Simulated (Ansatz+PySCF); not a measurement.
Two shapes of triplet LiHO₂ in separate pieces.

Shape 1:

```xyz
4

O     0.0000    0.0000   -0.5941
O     0.0000    0.0000    0.5941
Li   30.0000    0.0000   -1.4381
H    30.0000    0.0000    4.3142
```

Shape 2:

```xyz
4

O     0.0000    0.0000   -1.3071
O     0.0000    0.0000    1.3071
Li   30.0000    0.0000   -0.5992
H    30.0000    0.0000    1.7976
```

Basis set: 6-31G (spherical functions). Correlated methods keep 2 orbitals frozen. Correlation on ROHF uses semicanonical orbitals with singles. Charge 0, multiplicity 3.

Computed with Ansatz (development build ahead of 0.2.0); the reference of a correlated method needn't be the lowest determinant of its kind.

(1) Which shape is lower in energy, and by how much in each method?

Answers

(1)

```tsv
method	E(2) − E(1) (eV)
ROHF	0.191
UHF	-0.091
ROHF-MP2	3.708
UHF-MP2	3.510
UHF-CCSD	2.990
```

The methods disagree on the order. Caution for ROHF, ROHF-MP2: an unrestricted determinant lies well below. Caution for UHF, UHF-MP2, UHF-CCSD: the unrestricted determinant is a mixture of spin states. Caution for UHF, UHF-MP2: the determinant breaks the point group. Caution for ROHF-MP2, UHF-MP2, UHF-CCSD: bonds are stretched, where a single reference can fail. Caution for ROHF-MP2, UHF-MP2: forces differ strongly between restricted and unrestricted references. Caution for ROHF-MP2: a plain start can end on a higher determinant. Caution for ROHF-MP2, UHF-CCSD: another reference gives a lower total.
